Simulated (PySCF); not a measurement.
Input of a run (PBE0-D3(BJ)/def2-TZVP geometry optimisation, gas phase (PySCF 2.14.0)), started from GFN2-xTB:
```
{"job": {"xc": "PBE0", "basis": "def2-TZVP", "d3": "d3bj", "grid": 2, "shake": 0.01, "kind": "geom"}, "charge": 0, "multiplicity": 1}
C     -0.466320    -0.023050     0.006100
C      0.944050    -0.008390    -0.016190
N      2.072040    -0.011490    -0.035830
H     -0.829310    -0.627090    -0.805440
H     -0.844700    -0.385280     0.947990
H     -0.851590     1.025280    -0.141300
```

Output (energies in Eh, forces in Eh/bohr):
```
step   0  E = -132.64058234  max force = 0.054803
step   1  E = -132.63674150  max force = 0.023648
step   2  E = -132.64226325  max force = 0.015775
step   3  E = -132.64368751  max force = 0.002379
step   4  E = -132.64373982  max force = 0.001152
step   5  E = -132.64375666  max force = 0.000942
step   6  E = -132.64376018  max force = 0.000360
optimisation converged
```

Q: Summarise the run.

A: The energy falls by 2.0 kcal/mol over 7 energy and gradient evaluations, the largest force component goes from 0.0548 to 3.6e-04 Eh/bohr, and the atoms move by 0.028 Å rms after alignment. The bond that changes most is C1–C2 (sp3 carbon next to a nitrile to nitrile carbon), which lengthens by 0.038 Å. Bonds longer at the end by more than 0.005 Å: 4 of 5; shorter: 1. The energy rose by more than 1e-6 Eh at step 1.

Q: What are the final bond lengths?

A: C1–C2 1.449 Å, C2≡N3 1.149 Å, C1–H4 1.091 Å, C1–H5 1.091 Å, C1–H6 1.091 Å. Numbering counts from 1 in the input's order; the species is `CC#N` (C2H3N).

The run used 111 basis functions and 52 SCF cycles in all. The run took 13 s of wall time on one thread, AMD EPYC 9R45 (x86_64), shared host with 96 logical CPUs at a one-minute load of 46, and the process peaked at 0.45 GiB of memory.

No PBE0-D3(BJ)/def2-TZVP frequencies stand behind this structure, so it isn't proved a minimum.
